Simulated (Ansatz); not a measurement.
**C₄H₂, singlet: CASSCF and its corrections**

Program: Ansatz, Gaussian basis, development build; CASPT2, NEVPT3, NEVPT4(SD) by development code. Basis cc-pVTZ, nonrelativistic, 4 orbitals frozen in the corrections. State-specific CASSCF; RHF is the lowest restricted (open-shell) Hartree–Fock solution met. Solutions may break the symmetry of the shape. The lowest solution met needn't be the lowest there is, nor hold the orbitals that a chemist would pick.

Geometry:

```xyz
6

H     0.0010   -0.0123   -2.9921
C     0.0097   -0.0130   -1.9211
C    -0.0149    0.0128   -0.6901
C     0.0137    0.0119    0.6948
C    -0.0181   -0.0069    1.9047
H     0.0176    0.0082    2.9716
```

(1) What do CASSCF and its corrections give against RHF in CAS(8,8), and what are the occupations?

(2) Roughly how much CPU time does a whole run from the default start take (median of such runs, summed over threads; nearly all runs on one pinned thread of a shared server, mostly Xeon at 2.3 to 2.6 GHz, by a development driver)?

Answers

(1) CASSCF -3.836 eV, SC-NEVPT2 -16.082 eV, FIC-NEVPT2 -16.119 eV, NEVPT3 -17.101 eV, NEVPT4(SD) -17.496 eV, CASPT2 (IPEA 0) -16.338 eV; occupations 1.95, 1.95, 1.92, 1.92, 0.09, 0.09, 0.05, 0.05. The MRCI reference weight is 0.886.

(2) CAS(8,8): about 22 s. Other jobs ran beside these, and the count of passes differs.
